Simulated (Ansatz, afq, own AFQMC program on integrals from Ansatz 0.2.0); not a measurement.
Integrals from Ansatz 0.2.0, then the random walk in our own AFQMC program (afq).

```yaml
crystal:
  periodic: [false, false, false]
  atoms:
    - {symbol: N, position_ang: [0.000000, 0.000000, 0.000000]}
    - {symbol: N, position_ang: [0.000000, 0.000000, 1.515000]}
basis:
  gaussian: {orbitals: 6-31G}
magnetization: {spin_polarized: true, initial_magnetization: 2}
correlation: {method: ccsd_t, electrons: outside_noble_gas, hamiltonian_folder: ham}
```

```sh
$ ansatz run in.yaml --threads 1 --pin off --events-out ev --progress --plain --max-ram 24576MiB --backend cuda --devices 0, --max-vram 18GiB
```

Options of the walk:

```
--method phaseless --trial cisd --walkers 20 --populations 1 --least-time 40 --time-step 0.02 --steps-per-block 5 --equilibration-blocks 100 --max-blocks 400 --target-error 0.00076 --factor-cut 1e-05 --start spin_pure --seed 37 --taylor-order 8
```

Times are imaginary, in 1/Eh. The walk had a cap of 60 s.

```
orbitals 16  electrons 6 4  factors 91 of 267
reference energy -108.68068253 Eh
CCSD correlation -0.18642098 Eh in 21 cycles, weight of the determinant in the CISD state 0.5204
energy of the start -108.828411 Eh
 block  time / (1/Eh)  mean weight  energy / Eh
     1     0.100  1.0036  -108.838906
     2     0.200  0.9988  -108.845664
     3     0.300  0.9967  -108.854253
     4     0.400  1.0110  -108.864131
     5     0.500  1.0151  -108.858652
     8     0.800  1.0059  -108.866648
    13     1.300  1.0093  -108.872862
    49     4.900  0.9950  -108.893523
    85     8.500  1.0016  -108.917106
   121    12.100  0.9455  -108.857054
   157    15.700  1.0048  -108.848637
   193    19.300  0.9911  -108.889879
   229    22.900  1.0119  -108.870205
   265    26.500  1.0179  -108.969802
   301    30.100  0.9965  -108.929456
   337    33.700  0.9963  -108.871367
   373    37.300  0.9969  -108.890972
   409    40.900  1.0043  -108.894436
   445    44.500  0.9858  -108.874151
   481    48.100  0.9923  -108.875853
   493    49.300  0.9906  -108.874978
blocks merged  error / Eh  count
     1  0.000969  400
     2  0.001279  200
     4  0.001642  100
     8  0.002093  50
    16  0.002617  25
    32  0.002904  12
energy -108.877455 +/- 0.002617 Eh
(rows thinned)
```

Task: Estimate how long the walk took on 1 × NVIDIA H100 80GB HBM3 with 2 threads of AMD EPYC 7R13 Processor (Zen 3), on a shared host (the card was shared).

Result: 19 s of wall time.

The run failed at least one of its tests; the cautions name the faults. The second half of the sampling lies below the first by 1.9 errors of their difference, so the energy may still be moving and its error bar be too small.

Against this walk (error 71.2 meV) on the same determinant: CCSD(T) 236.7 meV lower, CCSDT(Q) 546.9 meV lower, CCSDTQ 435.0 meV lower, full CI 436.4 meV lower, a separate phaseless walk with a CISD trial and standard settings 206.4 ± 71.5 meV lower. The error is statistical and leaves out the bias of the constraint. The determinant has ⟨S²⟩ = 2.82, so the low cluster orders mix in higher spin, while the walk starts as a pure triplet. Full CI is exact here, so the walk's 436 meV above it is the walk's own error: the bias of the constraint with this trial, or a walk that hasn't relaxed. The determinant is a poor start (see the cautions), so the low cluster orders aren't to be relied on, and full CI is the sure value.

Cautions: constraint bias not in the error; error not settled; error above the target (71.2 against 20.7 meV); lower spins were not checked; strong correlation (T1 0.106, weight of the determinant 0.52, largest double 0.50); (T) is large, 10 % of the CCSD correlation; (Q) is large, 123 meV, so the cluster series hasn't closed; unrestricted determinant spin contaminated (⟨S²⟩ 2.82 against 2.00); the CCSD(T) amplitudes may be one of several solutions (largest double 0.50); the CCSDT(Q) amplitudes may be one of several solutions (largest double 1.16); the CCSDTQ amplitudes may be one of several solutions (largest double 1.16); so few walkers bias the energy; the time-step error isn't removed.

CCSDT and higher add their correlation energy to the determinant of the CCSD(T) run, since their own runs factorise the integrals more tightly (a shift of under 2 meV).
